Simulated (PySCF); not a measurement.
# CCl3F (CFCl3): the cost of one run

Computed with PySCF 2.14.0, with density-fitted response routines of our own, on a single molecule in the gas phase. Atoms are numbered from 0 throughout.

## Step 1: The starting structure

5 atoms, charge 0, multiplicity 1; geometry from: GFN2-xTB.

Bonds of the start (Å): F0–C1 1.34, C1–Cl2 1.77, C1–Cl3 1.77, C1–Cl4 1.77.

## Step 2: Nuclear shieldings: PW91/cc-pCVDZ

Job settings and geometry (Å):

```
{"job": {"kind": "nmr", "xc": "PW91", "basis": "cc-pCVDZ", "pop": false}, "charge": 0, "multiplicity": 1}
F      0.060305    -0.141039     1.396058
C      0.004642    -0.006315     0.066724
Cl    -0.457934     1.660563    -0.312646
Cl     1.602752    -0.370613    -0.603874
Cl    -1.201142    -1.139743    -0.563447
```

With the program's defaults for keys left out, this is: GIAO PW91/cc-pCVDZ NMR shielding, non-relativistic, gas phase.

Launch:

```bash
$ OMP_NUM_THREADS=1 python probes_run.py task.json out
```

This one command runs all jobs of the session in turn.

**Question.** How long does this first job take on 1 thread of Intel Xeon at 2.30GHz, shared host, and how much memory does it need?

About 6.2 s, with a peak of 0.57 GiB.
